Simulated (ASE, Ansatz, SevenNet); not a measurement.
Ladder of methods for the lattice constant a of fcc Pt

Reference value: 3.913 Å (measured, static lattice: zero-point anharmonic expansion removed; as tabulated in Mejia-Rodriguez and Trickey (2018), arXiv:1807.09216).

What do EMT, SevenNet-0, LDA, PBE, PBEsol, PBE-D3(BJ), r²SCAN+SOC, HSE06, PBE0 give, and how far is each from the reference?


| level (code) | value (Å) | error (%) |
|---|---|---|
| EMT (ASE) | 3.922 | +0.23 |
| SevenNet-0 (SevenNet) | 3.979 | +1.69 |
| LDA (Ansatz) | 3.894 | -0.49 |
| PBE (Ansatz) | 3.970 | +1.46 |
| PBEsol (Ansatz) | 3.918 | +0.13 |
| PBE-D3(BJ) (Ansatz) | 3.930 | +0.43 |
| r²SCAN+SOC (Ansatz) | 3.942 | +0.74 |
| HSE06 (Ansatz) | 3.926 | +0.33 |
| PBE0 (Ansatz) | 3.927 | +0.36 |

Leaving aside EMT, which can be fitted to such values or carry a doubt: The best agreement in this table is that of PBEsol (+0.13 %). SevenNet-0 (+1.69 %) misses by most. Of these only PBEsol lands within 0.3 %.

Density-functional levels without +SOC have no spin–orbit coupling. Cutoffs and k meshes differ between the levels. Ansatz's density-functional and Hartree–Fock values are scalar-relativistic unless marked +SOC, with PAW data made under PBE.

Empirical potentials (EMT) are fitted to chosen data, which need not cover the solid at hand: agreement can be built in, and what lay outside the fit can be far off. Machine-learned potentials (SevenNet-0) are trained on DFT data, which may include these solids.

Differences are worked out from the printed values.

Ansatz is a quantum-chemistry and plane-wave program.
